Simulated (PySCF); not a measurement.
## Computed NMR parameters against published values

Structure with atom numbers: `[CH3:1][NH:2][C:3]([CH3:4])=[O:5]`. Hydrogens are named by the atom that carries them.

PySCF 2.14.0 with density-fitted response routines calculation with NMR shieldings at PBE0/pcSseg-1/GIAO and coordinates at the PBE0-D3(BJ)/def2-SVP level; non-relativistic Hamiltonian, one computed conformer, rapidly exchanging positions averaged, in vacuum.

Reference values: measured (solution, not stated per compound (mostly CDCl3 or CCl4); Pretsch, Buehlmann, Badertscher, Structure Determination of Organic Compounds, 4th ed. (2009)).
| atoms | quantity | reference | computed | computed, scaled |
| --- | --- | --- | --- | --- |
| C1 | δ $^{13}$C | 26.1 | 28.0 | 26.4 |
| H(C1) | δ $^{1}$H | 2.79 | 2.66 | 2.73 |

Computed shifts are σ(ref) − σ with the named reference compound (TMS for H and C) calculated as an isolated molecule at the same level. The measured values may be among those fitted. Shieldings were converted by linear fits to measured shifts (mostly CDCl3, TMS scale, for H and C): $^{13}$C: δ = 177.62 − 0.967σ (rms 1.9 ppm, 903 shifts, 2.3 ppm with the 23 outliers that the fit left out); $^{1}$H: δ = 29.91 − 0.950σ (rms 0.21 ppm, 511 shifts, 0.22 ppm with the 3 outliers that the fit left out). Occasional misses reach two or three times the rms, and more in compound classes unlike the fitted ones. Hydrogens on heteroatoms aren't scaled, only referred to computed TMS.
